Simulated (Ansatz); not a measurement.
Al (fcc, Cu type): values from a third-order Birch-Murnaghan fit to a volume scan beside measured ones. Computed values: PBE (plane waves to 420 eV, PAW, scalar-relativistic; Ansatz, a first-principles code). Al was relaxed with its symmetry unable to fall. The PAW data are Ansatz's earlier set.

| quantity | reference | kind |
|---|---|---|
| Lattice constant a (Å) | 4.018 | measured, corrected to the static lattice |
| Bulk modulus B₀ (GPa) | 80.8 | measured, corrected to the static lattice |

References as given in: Daniel Mejia-Rodriguez, S. B. Trickey, Physical Review B (2018), arXiv:1807.09216; H. Levämäki, M. P. J. Punkkinen, K. Kokko et al., Physical Review B (2014), arXiv:1402.3671.

Question: What does PBE give, and how far is that from the reference?

Answer: 
```
quantity                  PBE  difference
----------------------  -----  ----------
Lattice constant a (Å)  4.040      +0.5 %
Bulk modulus B₀ (GPa)    76.4      -5.4 %
```

PBE overestimates the lattice constant a by 0.5 %. PBE underestimates the bulk modulus B₀ by 5.4 %.

(A scan under strain: stresses follow from slopes of the energy per volume, elastic moduli from its curvatures.)
